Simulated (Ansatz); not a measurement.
We consider tetradymite Bi₂Se₃, described by PBE0+SOC in Ansatz (plane waves, PAW).

Numerical settings: plane-wave cutoff 460 eV, 6×6×6 k mesh, Fermi–Dirac smearing 0.01 eV, PAW data made under PBE.

Cell (measured lattice):

```yaml
crystal:
  lattice:
    - [-2.07150, 1.19598, -9.54533]
    - [2.07150, 1.19598, -9.54533]
    - [0.00000, -2.39196, -9.54533]
  atoms:
    - { symbol: Bi, position: [0.40080, 0.40080, 0.40080] }
    - { symbol: Bi, position: [0.59920, 0.59920, 0.59920] }
    - { symbol: Se, position: [0.00000, 0.00000, 0.00000] }
    - { symbol: Se, position: [0.21170, 0.21170, 0.21170] }
    - { symbol: Se, position: [0.78830, 0.78830, 0.78830] }
```

What does this level give for the band gap?


- band gap: 0.31 eV (on the SCF k mesh) (direct)

Measured, for comparison: band gap 0.3 eV (temperature not stated, not corrected to a static lattice; as tabulated in Park and Ryu (2016), arXiv:1610.06451).

Note: cell and atoms aren't relaxed at this level (largest force component 0.07 eV/Å, pressure 0.9 GPa).

The computed numbers hold no vibrational or temperature effects.

Ansatz is a program for electronic structure.
